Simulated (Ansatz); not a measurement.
**Copper, fcc under r²SCAN: how the k-point mesh moves the result**

How fine must the k-point mesh be for energy and pressure to settle? The geometry was relaxed under r²SCAN beforehand and stays fixed; 8 values are run, from 2×2×2 to 22×22×22. Wanted are the values from which on the energy stays within 10 and 1 meV/atom, and the pressure within 0.5 GPa, of the last run. Within the series other settings stay, but some runs also write fields, which adds to their time. Spin polarisation is left out.

Computed with Ansatz 0.2.0 (DFT r²SCAN, plane waves with PAW, scalar-relativistic, unless a step says otherwise).

## Step 1: The starting structure

It takes space group Fm-3m (No. 225, cubic). Conventional cell: a = 3.576 Å, b = 3.576 Å, c = 3.576 Å, α = 90.00°, β = 90.00°, γ = 90.00°. Cu (site symmetry m-3m) is surrounded by 12 Cu at 2.53 Å.

Coordinates:

```cif
data_structure
_symmetry_space_group_name_H-M 'Fm-3m'
_symmetry_Int_Tables_number 225
_cell_length_a 3.5763
_cell_length_b 3.5763
_cell_length_c 3.5763
_cell_angle_alpha 90.000
_cell_angle_beta 90.000
_cell_angle_gamma 90.000
_cell_volume 45.74
loop_
_atom_site_label
_atom_site_type_symbol
_atom_site_symmetry_multiplicity
_atom_site_Wyckoff_symbol
_atom_site_fract_x
_atom_site_fract_y
_atom_site_fract_z
_atom_site_occupancy
Cu1 Cu 4 a 0.00000 0.00000 0.00000 1
```

## Step 2: k-mesh 2×2×2

The run at 2×2×2.

File input.yaml:

```yaml
crystal:
  lattice:
    - [0.0, 1.7881324402, 1.7881324402]
    - [1.7881324402, 0.0, 1.7881324402]
    - [1.7881324402, 1.7881324402, 0.0]
  atoms:
    - { symbol: Cu, position: [0.0, 0.0, 0.0] }
hamiltonian:
  xc: r2scan
  pseudopotentials:
    kind: paw
    azcp:
      Cu: "pseudopotentials/Cu.paw.azcp"
basis:
  ecutwfc: 500
  fft_grid_basis: typed
kpoints:
  mp_grid: { grid: [2, 2, 2], shift: [0, 0, 0] }
magnetization:
  spin_polarized: false
scf:
  occupations: { method: fermi_dirac, width: 0.1 }
  lower_state_search: "off"
output:
  stress: true
```

Run with:

```
$ ansatz run input.yaml --threads 2 --pin off --max-ram 5120MiB --backend cpu --events-out ev --progress --plain --runs-dir out
```

## Step 3: k-mesh 4×4×4

The run at 4×4×4.

input.yaml: that of step 2 with these lines changed.

```diff
@@ -17,3 +17,3 @@
 kpoints:
-  mp_grid: { grid: [2, 2, 2], shift: [0, 0, 0] }
+  mp_grid: { grid: [4, 4, 4], shift: [0, 0, 0] }
 magnetization:
```

## Step 4: k-mesh 5×5×5

The run at 5×5×5.

input.yaml: that of step 3 with these lines changed.

```diff
@@ -17,3 +17,3 @@
 kpoints:
-  mp_grid: { grid: [4, 4, 4], shift: [0, 0, 0] }
+  mp_grid: { grid: [5, 5, 5], shift: [0, 0, 0] }
 magnetization:
```

## Step 5: k-mesh 7×7×7

The run at 7×7×7.

input.yaml: that of step 4 with these lines changed.

```diff
@@ -17,3 +17,3 @@
 kpoints:
-  mp_grid: { grid: [5, 5, 5], shift: [0, 0, 0] }
+  mp_grid: { grid: [7, 7, 7], shift: [0, 0, 0] }
 magnetization:
```

## Step 6: k-mesh 9×9×9

The run at 9×9×9.

input.yaml: that of step 5 with these lines changed.

```diff
@@ -17,3 +17,3 @@
 kpoints:
-  mp_grid: { grid: [7, 7, 7], shift: [0, 0, 0] }
+  mp_grid: { grid: [9, 9, 9], shift: [0, 0, 0] }
 magnetization:
@@ -25 +25,5 @@
   stress: true
+  write_density: true
+  write_potential: true
+  elf: true
+  volumetric_format: npy
```

## Step 7: k-mesh 12×12×12

The run at 12×12×12.

input.yaml: that of step 6 with these lines changed.

```diff
@@ -17,3 +17,3 @@
 kpoints:
-  mp_grid: { grid: [9, 9, 9], shift: [0, 0, 0] }
+  mp_grid: { grid: [12, 12, 12], shift: [0, 0, 0] }
 magnetization:
@@ -25,5 +25 @@
   stress: true
-  write_density: true
-  write_potential: true
-  elf: true
-  volumetric_format: npy
```

## Step 8: k-mesh 16×16×16

The run at 16×16×16.

input.yaml: that of step 7 with these lines changed.

```diff
@@ -17,3 +17,3 @@
 kpoints:
-  mp_grid: { grid: [12, 12, 12], shift: [0, 0, 0] }
+  mp_grid: { grid: [16, 16, 16], shift: [0, 0, 0] }
 magnetization:
```

## Step 9: k-mesh 22×22×22

The run at 22×22×22.

input.yaml: that of step 8 with these lines changed.

```diff
@@ -17,3 +17,3 @@
 kpoints:
-  mp_grid: { grid: [16, 16, 16], shift: [0, 0, 0] }
+  mp_grid: { grid: [22, 22, 22], shift: [0, 0, 0] }
 magnetization:
@@ -25 +25,5 @@
   stress: true
+  write_density: true
+  write_potential: true
+  elf: true
+  volumetric_format: npy
```

(Steps that only read results are left out.)

Q: Predict the outcome of this session. Wanted: pressure at 22×22×22.

**Answer**, as computed:

| quantity | value |
| --- | --- |
| E(σ → 0) stays within 10 meV/atom of 22×22×22 | from 12×12×12 on |
| E(σ → 0) stays within 1 meV/atom | not reached before 22×22×22 |
| pressure stays within 0.5 GPa | from 7×7×7 on |
| pressure at 22×22×22 | 0.08 GPa |
| CPU time, dearest over cheapest | 10 |
| energy of a separate run on a finer mesh (25×25×25) | +1.8 meV/atom from 22×22×22 |

At 2×2×2 the energy differs by +2116 meV/atom and the pressure by +26.2 GPa. Convergence in k is not monotonic; the energy swings about its limit. The energy has not settled to 1 meV/atom before the last mesh. Metals converge slowly, as the Fermi surface must be resolved. The yardstick itself is unsettled by 1.8 meV/atom against the finer mesh, so the thresholds above hold only within this series. The cell taken over is 3 % smaller than the measured one (11.81 Å³/atom, COD).
